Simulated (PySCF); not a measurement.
# C₂H₄Li+, a complex of two parts: interaction energy, part 3 of 3

PySCF 2.14.0. Atoms count from 0, parts from 1. Earlier steps stand in the parts before.

## Step 8: Coupled-cluster interaction energy: CCSD(T) and MP2, 2.11 Å

The job: settings as JSON, then the geometry in Å.

```
{"job": {"kind": "intercc", "basis": "aug-cc-pVDZ", "basis_mid": "aug-cc-pVTZ", "basis_large": "aug-cc-pVQZ"}, "charge": 1, "multiplicity": 1, "parts": [{"atoms": "0-5", "charge": 0, "multiplicity": 1}, {"atoms": "6-6", "charge": 1, "multiplicity": 1}]}
C      0.629180    -0.236911     0.052863
C     -0.669855     0.068956     0.004677
H      1.044974    -1.043075    -0.546967
H      1.333348     0.364116     0.623581
H     -1.359958    -0.476988    -0.634374
H     -1.070530     0.929595     0.535086
Li    -0.292001    -1.335953     1.600921
```

With the program's defaults for keys left out, this is: CCSD(T)/aug-cc-pVDZ and MP2/aug-cc-pVTZ, aug-cc-pVQZ counterpoise interaction energy, frozen core, gas phase.

The log of the run:

```text
part 1, own basis, geometry of the cluster: E = -78.0636823143 (as before)

part 2, own basis, geometry of the cluster: E = -7.2363810859 (as before)

part 1, own basis, relaxed alone: E = -78.0648335595 (as before)

part 2, own basis, relaxed alone: E = -7.2363810859 (as before)

cluster
final grid: 5728 points
cycle   1  E = -85.3285960705  dE = -2.929e-02  |g| = 7.836e-02  |ddm| = 1.948e+00
cycle   2  E = -85.3301935008  dE = -1.597e-03  |g| = 1.922e-02  |ddm| = 4.431e-01
cycle   3  E = -85.3303342005  dE = -1.407e-04  |g| = 6.285e-03  |ddm| = 8.492e-02
cycle   4  E = -85.3303563630  dE = -2.216e-05  |g| = 1.745e-03  |ddm| = 4.846e-02
cycle   5  E = -85.3303579117  dE = -1.549e-06  |g| = 5.038e-04  |ddm| = 6.743e-03
cycle   6  E = -85.3303580417  dE = -1.300e-07  |g| = 1.355e-04  |ddm| = 1.986e-03
cycle   7  E = -85.3303580540  dE = -1.223e-08  |g| = 5.279e-05  |ddm| = 5.209e-04
cycle   8  E = -85.3303580559  dE = -1.931e-09  |g| = 1.386e-05  |ddm| = 2.736e-04
cycle   9  E = -85.3303580561  dE = -1.719e-10  |g| = 1.990e-06  |ddm| = 9.680e-05
converged SCF energy = -85.3303580561

part 1 in the basis of the cluster
final grid: 5728 points
cycle   1  E = -78.0637560712  dE = -7.064e-05  |g| = 1.735e-03  |ddm| = 6.387e-01
cycle   2  E = -78.0637572592  dE = -1.188e-06  |g| = 2.515e-04  |ddm| = 6.617e-02
cycle   3  E = -78.0637572947  dE = -3.553e-08  |g| = 2.528e-05  |ddm| = 9.598e-03
cycle   4  E = -78.0637572952  dE = -4.925e-10  |g| = 5.221e-06  |ddm| = 5.169e-04
converged SCF energy = -78.0637572952

part 2 in the basis of the cluster
final grid: 5728 points
cycle   1  E = -7.2363825560  dE = -1.483e-06  |g| = 1.904e-04  |ddm| = 4.047e-02
cycle   2  E = -7.2363825612  dE = -5.249e-09  |g| = 1.578e-05  |ddm| = 1.751e-03
cycle   3  E = -7.2363825613  dE = -4.095e-11  |g| = 9.738e-07  |ddm| = 9.787e-05
converged SCF energy = -7.2363825613

Interaction energy (kcal/mol)
  counterpoise      -17.695
  uncorrected       -18.039
  dispersion part     0.000
  deformation         0.257
  binding           -17.439

Decomposition of the uncorrected value (kcal/mol)
  electrostatic     -21.326
  Pauli              21.802
  orbital           -19.483
  dispersion          0.000
  correlation         0.969

Charge of each part in the cluster: 0.011 0.989
part 1, own basis, geometry of the cluster: E = -78.0683480666 (as before)

part 2, own basis, geometry of the cluster: E = -7.2363851836 (as before)

part 1, own basis, relaxed alone: E = -78.0695293478 (as before)

part 2, own basis, relaxed alone: E = -7.2363851836 (as before)

cluster
final grid: 5728 points
cycle   1  E = -85.3332944917  dE = -2.915e-02  |g| = 8.064e-02  |ddm| = 2.219e+00
cycle   2  E = -85.3349026906  dE = -1.608e-03  |g| = 2.015e-02  |ddm| = 4.680e-01
cycle   3  E = -85.3350452401  dE = -1.425e-04  |g| = 6.371e-03  |ddm| = 8.454e-02
cycle   4  E = -85.3350679344  dE = -2.269e-05  |g| = 1.796e-03  |ddm| = 5.077e-02
cycle   5  E = -85.3350695002  dE = -1.566e-06  |g| = 5.147e-04  |ddm| = 6.660e-03
cycle   6  E = -85.3350696347  dE = -1.345e-07  |g| = 1.378e-04  |ddm| = 2.136e-03
cycle   7  E = -85.3350696472  dE = -1.244e-08  |g| = 5.353e-05  |ddm| = 5.726e-04
cycle   8  E = -85.3350696491  dE = -1.957e-09  |g| = 1.412e-05  |ddm| = 2.517e-04
cycle   9  E = -85.3350696493  dE = -1.776e-10  |g| = 2.071e-06  |ddm| = 8.834e-05
converged SCF energy = -85.3350696493

part 1 in the basis of the cluster
final grid: 5728 points
cycle   1  E = -78.0683815276  dE = -2.995e-05  |g| = 9.948e-04  |ddm| = 1.249e+00
cycle   2  E = -78.0683818815  dE = -3.538e-07  |g| = 1.230e-04  |ddm| = 1.110e-01
cycle   3  E = -78.0683818901  dE = -8.639e-09  |g| = 1.276e-05  |ddm| = 1.225e-02
cycle   4  E = -78.0683818902  dE = -1.384e-10  |g| = 2.303e-06  |ddm| = 3.092e-04
converged SCF energy = -78.0683818902

part 2 in the basis of the cluster
final grid: 5728 points
cycle   1  E = -7.2363858800  dE = -7.097e-07  |g| = 1.295e-04  |ddm| = 6.331e-02
cycle   2  E = -7.2363858818  dE = -1.857e-09  |g| = 8.344e-06  |ddm| = 2.628e-03
cycle   3  E = -7.2363858818  dE = -7.817e-12  |g| = 2.730e-07  |ddm| = 1.580e-04
converged SCF energy = -7.2363858818

Interaction energy (kcal/mol)
  counterpoise      -17.969
  uncorrected       -18.146
  dispersion part     0.000
  deformation         0.317
  binding           -17.651

Decomposition of the uncorrected value (kcal/mol)
  electrostatic     -21.196
  Pauli              21.566
  orbital           -19.404
  dispersion          0.000
  correlation         0.888

Charge of each part in the cluster: 0.012 0.988
part 1 in the basis of the cluster: E(HF) = -78.043172824  E2 = -0.286075277  E(CCSD corr) = -0.315201932  (T) = -0.011334273
part 2 in the basis of the cluster: E(HF) = -7.236125149  E2 = 0.000000000  E(CCSD corr) = 0.000000000  (T) = 0.000000000
cluster: E(HF) = -85.307394343  E2 = -0.283251698  E(CCSD corr) = -0.312464270  (T) = -0.010946821

Counterpoise interaction energy (kcal/mol)
  hf_small                 -17.631
  mp2_small                -15.859
  ccsd_small               -15.913
  ccsdt_small              -15.670
  hf_large                 -19.015
  mp2_large                -17.968
  hf_middle                -18.962
  mp2_middle               -17.695
  scs_mp2_large            -17.953
  mp2_limit                -18.130
  ccsdt_less_mp2             0.189
  ccsdt_limit_estimate     -17.940
  bsse_mp2_large             0.178
```

Run time: 96 s. Hardware: 1 thread of Arm Neoverse N1, shared host; peak memory 1.4 GiB.

Contacts at this geometry (a selection, picked against the atoms' radii; other short pairs can be missing):

```
   atoms  distance (Å)  kind (by distance and angle)  angle (°)
C0···Li6          2.11              bonding distance          –
C1···Li6          2.16              bonding distance          –
```

```
                 method  interaction energy (kcal/mol)  from CCSD(T), limit estimate (kcal/mol)
         HF/aug-cc-pVDZ                         -17.63                                    +0.31
        MP2/aug-cc-pVDZ                         -15.86                                    +2.08
       CCSD/aug-cc-pVDZ                         -15.91                                    +2.03
    CCSD(T)/aug-cc-pVDZ                         -15.67                                    +2.27
         HF/aug-cc-pVQZ                         -19.01                                    -1.07
        MP2/aug-cc-pVQZ                         -17.97                                    -0.03
    SCS-MP2/aug-cc-pVQZ                         -17.95                                    -0.01
      MP2, extrapolated                         -18.13                                    -0.19
CCSD(T), limit estimate                         -17.94                                        0
```

These energies keep the parts at their geometry in the cluster; deforming them to it costs 0.32 kcal/mol (MP2).

## Step 9: Coupled-cluster interaction energy: CCSD(T) and MP2, 3.52 Å

Settings changed since step 8:

```diff
@@ -7,2 +7,2 @@
 H     -1.070530     0.929595     0.535086
-Li    -0.292001    -1.335953     1.600921
+Li    -0.906121    -2.068648     2.632959
```

Method: CCSD(T)/aug-cc-pVDZ and MP2/aug-cc-pVTZ, aug-cc-pVQZ counterpoise interaction energy, frozen core, gas phase.

The log of the run:

```text
part 1, own basis, geometry of the cluster: E = -78.0636823143 (as before)

part 2, own basis, geometry of the cluster: E = -7.2363810859 (as before)

part 1, own basis, relaxed alone: E = -78.0648335595 (as before)

part 2, own basis, relaxed alone: E = -7.2363810859 (as before)

cluster
final grid: 5728 points
cycle   1  E = -85.3175961556  dE = -7.867e-03  |g| = 3.729e-02  |ddm| = 7.027e-01
cycle   2  E = -85.3184683067  dE = -8.722e-04  |g| = 1.247e-02  |ddm| = 1.416e-01
cycle   3  E = -85.3186292592  dE = -1.610e-04  |g| = 5.718e-03  |ddm| = 4.246e-02
cycle   4  E = -85.3186705288  dE = -4.127e-05  |g| = 1.710e-03  |ddm| = 2.744e-02
cycle   5  E = -85.3186722626  dE = -1.734e-06  |g| = 4.644e-04  |ddm| = 5.045e-03
cycle   6  E = -85.3186723812  dE = -1.187e-07  |g| = 7.412e-05  |ddm| = 2.155e-03
cycle   7  E = -85.3186723846  dE = -3.307e-09  |g| = 3.708e-05  |ddm| = 2.486e-04
cycle   8  E = -85.3186723853  dE = -7.033e-10  |g| = 1.085e-05  |ddm| = 1.144e-04
converged SCF energy = -85.3186723853

part 1 in the basis of the cluster
final grid: 5728 points
cycle   1  E = -78.0637204830  dE = -3.734e-05  |g| = 1.196e-03  |ddm| = 4.100e-01
cycle   2  E = -78.0637212302  dE = -7.472e-07  |g| = 1.898e-04  |ddm| = 4.381e-02
cycle   3  E = -78.0637212532  dE = -2.298e-08  |g| = 1.649e-05  |ddm| = 6.277e-03
cycle   4  E = -78.0637212534  dE = -2.017e-10  |g| = 3.326e-06  |ddm| = 3.094e-04
converged SCF energy = -78.0637212534

part 2 in the basis of the cluster
final grid: 5728 points
cycle   1  E = -7.2363818301  dE = -7.476e-07  |g| = 1.417e-04  |ddm| = 1.834e-02
cycle   2  E = -7.2363818334  dE = -3.223e-09  |g| = 1.309e-05  |ddm| = 1.250e-03
cycle   3  E = -7.2363818334  dE = -3.005e-11  |g| = 6.952e-07  |ddm| = 1.133e-04
converged SCF energy = -7.2363818334

Interaction energy (kcal/mol)
  counterpoise      -10.613
  uncorrected       -10.729
  dispersion part     0.000
  deformation         0.257
  binding           -10.356

Decomposition of the uncorrected value (kcal/mol)
  electrostatic      -6.348
  Pauli               0.283
  orbital            -5.612
  dispersion          0.000
  correlation         0.948

Charge of each part in the cluster: 0.008 0.992
part 1, own basis, geometry of the cluster: E = -78.0683480666 (as before)

part 2, own basis, geometry of the cluster: E = -7.2363851836 (as before)

part 1, own basis, relaxed alone: E = -78.0695293478 (as before)

part 2, own basis, relaxed alone: E = -7.2363851836 (as before)

cluster
final grid: 5728 points
cycle   1  E = -85.3222380032  dE = -7.904e-03  |g| = 3.813e-02  |ddm| = 4.502e-01
cycle   2  E = -85.3231175168  dE = -8.795e-04  |g| = 1.285e-02  |ddm| = 1.148e-01
cycle   3  E = -85.3232781093  dE = -1.606e-04  |g| = 5.843e-03  |ddm| = 4.220e-02
cycle   4  E = -85.3233215477  dE = -4.344e-05  |g| = 1.739e-03  |ddm| = 2.856e-02
cycle   5  E = -85.3233232899  dE = -1.742e-06  |g| = 4.832e-04  |ddm| = 4.815e-03
cycle   6  E = -85.3233234180  dE = -1.281e-07  |g| = 7.556e-05  |ddm| = 2.086e-03
cycle   7  E = -85.3233234214  dE = -3.435e-09  |g| = 3.766e-05  |ddm| = 2.077e-04
cycle   8  E = -85.3233234221  dE = -7.094e-10  |g| = 1.107e-05  |ddm| = 1.137e-04
converged SCF energy = -85.3233234221

part 1 in the basis of the cluster
final grid: 5728 points
cycle   1  E = -78.0683623822  dE = -1.342e-05  |g| = 6.775e-04  |ddm| = 2.993e-01
cycle   2  E = -78.0683626129  dE = -2.306e-07  |g| = 1.029e-04  |ddm| = 3.506e-02
cycle   3  E = -78.0683626200  dE = -7.157e-09  |g| = 1.056e-05  |ddm| = 5.731e-03
cycle   4  E = -78.0683626201  dE = -9.643e-11  |g| = 2.203e-06  |ddm| = 2.530e-04
converged SCF energy = -78.0683626201

part 2 in the basis of the cluster
final grid: 5728 points
cycle   1  E = -7.2363853708  dE = -1.906e-07  |g| = 5.598e-05  |ddm| = 1.459e-02
cycle   2  E = -7.2363853713  dE = -4.228e-10  |g| = 3.794e-06  |ddm| = 6.008e-04
converged SCF energy = -7.2363853713

Interaction energy (kcal/mol)
  counterpoise      -10.612
  uncorrected       -10.665
  dispersion part     0.000
  deformation         0.317
  binding           -10.295

Decomposition of the uncorrected value (kcal/mol)
  electrostatic      -6.332
  Pauli               0.308
  orbital            -5.641
  dispersion          0.000
  correlation         1.000

Charge of each part in the cluster: 0.009 0.991
part 1 in the basis of the cluster: E(HF) = -78.043005520  E2 = -0.285549029  E(CCSD corr) = -0.314725867  (T) = -0.011258542
part 2 in the basis of the cluster: E(HF) = -7.236122413  E2 = 0.000000000  E(CCSD corr) = 0.000000000  (T) = 0.000000000
cluster: E(HF) = -85.297788620  E2 = -0.283867261  E(CCSD corr) = -0.312567527  (T) = -0.011176599

Counterpoise interaction energy (kcal/mol)
  hf_small                 -11.710
  mp2_small                -10.654
  ccsd_small               -10.355
  ccsdt_small              -10.304
  hf_large                 -11.656
  mp2_large                -10.612
  hf_middle                -11.652
  mp2_middle               -10.613
  scs_mp2_large            -10.543
  mp2_limit                -10.609
  ccsdt_less_mp2             0.350
  ccsdt_limit_estimate     -10.259
  bsse_mp2_large             0.053
```

It took 1.7 min on 1 thread of Arm Neoverse N1, shared host; peak memory 1.4 GiB.

Contacts at this geometry (a selection, picked against the atoms' radii; other short pairs can be missing):

```
   atoms  distance (Å)  kind (by distance and angle)  angle (°)
C1···Li6          3.40  inside the van der Waals sum          –
```

Differences are taken before rounding.

```
                 method  interaction energy (kcal/mol)  from CCSD(T), limit estimate (kcal/mol)
         HF/aug-cc-pVDZ                         -11.71                                    -1.45
        MP2/aug-cc-pVDZ                         -10.65                                    -0.40
       CCSD/aug-cc-pVDZ                         -10.36                                    -0.10
    CCSD(T)/aug-cc-pVDZ                         -10.30                                    -0.05
         HF/aug-cc-pVQZ                         -11.66                                    -1.40
        MP2/aug-cc-pVQZ                         -10.61                                    -0.35
    SCS-MP2/aug-cc-pVQZ                         -10.54                                    -0.28
      MP2, extrapolated                         -10.61                                    -0.35
CCSD(T), limit estimate                         -10.26                                        0
```

These energies keep the parts at their geometry in the cluster; deforming them to it costs 0.32 kcal/mol (MP2).

## Step 10: Coupled-cluster interaction energy: CCSD(T) and MP2, 4.69 Å

Settings changed since step 9:

```diff
@@ -7,2 +7,2 @@
 H     -1.070530     0.929595     0.535086
-Li    -0.906121    -2.068648     2.632959
+Li    -1.417888    -2.679227     3.492991
```

Level: CCSD(T)/aug-cc-pVDZ and MP2/aug-cc-pVTZ, aug-cc-pVQZ counterpoise interaction energy, frozen core, gas phase.

The log of the run:

```text
part 1, own basis, geometry of the cluster: E = -78.0636823143 (as before)

part 2, own basis, geometry of the cluster: E = -7.2363810859 (as before)

part 1, own basis, relaxed alone: E = -78.0648335595 (as before)

part 2, own basis, relaxed alone: E = -7.2363810859 (as before)

cluster
final grid: 5728 points
cycle   1  E = -85.3070353927  dE = -2.403e-03  |g| = 2.031e-02  |ddm| = 3.559e-01
cycle   2  E = -85.3072936294  dE = -2.582e-04  |g| = 6.575e-03  |ddm| = 6.850e-02
cycle   3  E = -85.3073399217  dE = -4.629e-05  |g| = 3.161e-03  |ddm| = 1.951e-02
cycle   4  E = -85.3073525325  dE = -1.261e-05  |g| = 1.055e-03  |ddm| = 1.217e-02
cycle   5  E = -85.3073534456  dE = -9.131e-07  |g| = 2.633e-04  |ddm| = 3.107e-03
cycle   6  E = -85.3073534877  dE = -4.208e-08  |g| = 5.215e-05  |ddm| = 1.181e-03
cycle   7  E = -85.3073534893  dE = -1.597e-09  |g| = 2.571e-05  |ddm| = 1.445e-04
cycle   8  E = -85.3073534897  dE = -4.138e-10  |g| = 6.530e-06  |ddm| = 9.177e-05
converged SCF energy = -85.3073534897

part 1 in the basis of the cluster
final grid: 5728 points
cycle   1  E = -78.0636955190  dE = -1.295e-05  |g| = 5.767e-04  |ddm| = 1.792e-01
cycle   2  E = -78.0636957090  dE = -1.900e-07  |g| = 7.623e-05  |ddm| = 1.774e-02
cycle   3  E = -78.0636957130  dE = -4.036e-09  |g| = 5.724e-06  |ddm| = 2.297e-03
cycle   4  E = -78.0636957131  dE = -2.075e-11  |g| = 1.862e-06  |ddm| = 1.145e-04
converged SCF energy = -78.0636957131

part 2 in the basis of the cluster
final grid: 5728 points
cycle   1  E = -7.2363814005  dE = -3.162e-07  |g| = 6.537e-05  |ddm| = 1.890e-02
cycle   2  E = -7.2363814012  dE = -6.954e-10  |g| = 4.364e-06  |ddm| = 6.791e-04
converged SCF energy = -7.2363814012

Interaction energy (kcal/mol)
  counterpoise       -4.145
  uncorrected        -4.193
  dispersion part     0.000
  deformation         0.257
  binding            -3.889

Decomposition of the uncorrected value (kcal/mol)
  electrostatic      -2.875
  Pauli               0.008
  orbital            -1.707
  dispersion          0.000
  correlation         0.382

Charge of each part in the cluster: 0.001 0.999
part 1, own basis, geometry of the cluster: E = -78.0683480666 (as before)

part 2, own basis, geometry of the cluster: E = -7.2363851836 (as before)

part 1, own basis, relaxed alone: E = -78.0695293478 (as before)

part 2, own basis, relaxed alone: E = -7.2363851836 (as before)

cluster
final grid: 5728 points
cycle   1  E = -85.3116762420  dE = -2.388e-03  |g| = 2.071e-02  |ddm| = 4.498e-01
cycle   2  E = -85.3119339129  dE = -2.577e-04  |g| = 6.754e-03  |ddm| = 8.626e-02
cycle   3  E = -85.3119797439  dE = -4.583e-05  |g| = 3.195e-03  |ddm| = 2.374e-02
cycle   4  E = -85.3119928805  dE = -1.314e-05  |g| = 1.084e-03  |ddm| = 1.424e-02
cycle   5  E = -85.3119937987  dE = -9.182e-07  |g| = 2.711e-04  |ddm| = 3.095e-03
cycle   6  E = -85.3119938429  dE = -4.427e-08  |g| = 5.281e-05  |ddm| = 1.393e-03
cycle   7  E = -85.3119938445  dE = -1.622e-09  |g| = 2.603e-05  |ddm| = 1.361e-04
cycle   8  E = -85.3119938450  dE = -4.155e-10  |g| = 6.671e-06  |ddm| = 1.020e-04
converged SCF energy = -85.3119938450

part 1 in the basis of the cluster
final grid: 5728 points
cycle   1  E = -78.0683570374  dE = -8.668e-06  |g| = 5.622e-04  |ddm| = 2.370e-01
cycle   2  E = -78.0683572106  dE = -1.732e-07  |g| = 9.005e-05  |ddm| = 2.750e-02
cycle   3  E = -78.0683572162  dE = -5.563e-09  |g| = 8.785e-06  |ddm| = 4.526e-03
cycle   4  E = -78.0683572162  dE = -6.472e-11  |g| = 2.009e-06  |ddm| = 2.032e-04
converged SCF energy = -78.0683572162

part 2 in the basis of the cluster
final grid: 5728 points
cycle   1  E = -7.2363852785  dE = -9.640e-08  |g| = 3.932e-05  |ddm| = 1.003e-02
cycle   2  E = -7.2363852787  dE = -2.193e-10  |g| = 2.671e-06  |ddm| = 4.967e-04
converged SCF energy = -7.2363852787

Interaction energy (kcal/mol)
  counterpoise       -4.128
  uncorrected        -4.152
  dispersion part     0.000
  deformation         0.317
  binding            -3.810

Decomposition of the uncorrected value (kcal/mol)
  electrostatic      -2.865
  Pauli               0.007
  orbital            -1.698
  dispersion          0.000
  correlation         0.404

Charge of each part in the cluster: 0.001 0.999
part 1 in the basis of the cluster: E(HF) = -78.042948187  E2 = -0.285352026  E(CCSD corr) = -0.314544675  (T) = -0.011226895
part 2 in the basis of the cluster: E(HF) = -7.236121694  E2 = 0.000000000  E(CCSD corr) = 0.000000000  (T) = 0.000000000
cluster: E(HF) = -85.286372479  E2 = -0.284652444  E(CCSD corr) = -0.313625864  (T) = -0.011192256

Counterpoise interaction energy (kcal/mol)
  hf_small                  -4.582
  mp2_small                 -4.144
  ccsd_small                -4.006
  ccsdt_small               -3.984
  hf_large                  -4.550
  mp2_large                 -4.128
  hf_middle                 -4.566
  mp2_middle                -4.146
  scs_mp2_large             -4.074
  mp2_limit                 -4.126
  ccsdt_less_mp2             0.159
  ccsdt_limit_estimate      -3.966
  bsse_mp2_large             0.025
```

It took 1.7 min on 1 thread of Arm Neoverse N1, shared host; peak memory 1.4 GiB.

Contacts at this geometry (a selection, picked against the atoms' radii; other short pairs can be missing):

```
   atoms  distance (Å)  kind (by distance and angle)  angle (°)
C1···Li6          4.50  beyond van der Waals contact          –
```

Differences are taken before rounding.

```
                 method  interaction energy (kcal/mol)  from CCSD(T), limit estimate (kcal/mol)
         HF/aug-cc-pVDZ                          -4.58                                    -0.62
        MP2/aug-cc-pVDZ                          -4.14                                    -0.18
       CCSD/aug-cc-pVDZ                          -4.01                                    -0.04
    CCSD(T)/aug-cc-pVDZ                          -3.98                                    -0.02
         HF/aug-cc-pVQZ                          -4.55                                    -0.58
        MP2/aug-cc-pVQZ                          -4.13                                    -0.16
    SCS-MP2/aug-cc-pVQZ                          -4.07                                    -0.11
      MP2, extrapolated                          -4.13                                    -0.16
CCSD(T), limit estimate                          -3.97                                        0
```

These energies keep the parts at their geometry in the cluster; deforming them to it costs 0.32 kcal/mol (MP2).

## Step 11: The curve

Counterpoise interaction energies (kcal/mol):

```
C0···Li6 (Å)      HF  MP2 limit  CCSD(T) estimate     time
        2.11  -19.01     -18.13            -17.94     96 s
        2.23  -21.32     -20.10            -19.87     96 s
        2.35  -22.27     -20.84            -20.57  1.9 min
        2.46  -22.31     -20.74            -20.45     99 s
        2.58  -21.72     -20.11            -19.79     98 s
        2.93  -18.18     -16.67            -16.30     97 s
        3.52  -11.66     -10.61            -10.26  1.7 min
        4.69   -4.55      -4.13             -3.97  1.7 min
```

## Step 12: Results

What follows sums up all 3 parts.

| quantity | value |
| --- | --- |
| point group | C2v |
| rotational constants (main isotopes) | 24.88, 15.75, 11.11 GHz |
| CCSD(T) estimate at 2.11 Å | -17.94 kcal/mol |
| CCSD(T) estimate at 2.23 Å | -19.87 kcal/mol |
| CCSD(T) estimate at 2.35 Å | -20.57 kcal/mol |
| CCSD(T) estimate at 2.46 Å | -20.45 kcal/mol |
| CCSD(T) estimate at 2.58 Å | -19.79 kcal/mol |
| CCSD(T) estimate at 2.93 Å | -16.30 kcal/mol |
| CCSD(T) estimate at 3.52 Å | -10.26 kcal/mol |
| CCSD(T) estimate at 4.69 Å | -3.97 kcal/mol |

The start of the PBE0/def2-TZVPD relaxation was shaken at random by about 0.01 Å, so part of the energy gained, and of the first lengths quoted, undoes that. Relaxing lowered the energy by 0.089 eV in 5 steps; the close pair that moved most is C0–C1, from 1.364 to 1.335 Å. No frequency check was run at this level, so the end point may be a saddle. Along the rigid scan the CCSD(T) estimate is lowest at 2.35 Å (-20.57 kcal/mol), where MP2 at the limit misses it by -0.26 and Hartree-Fock by -1.70.
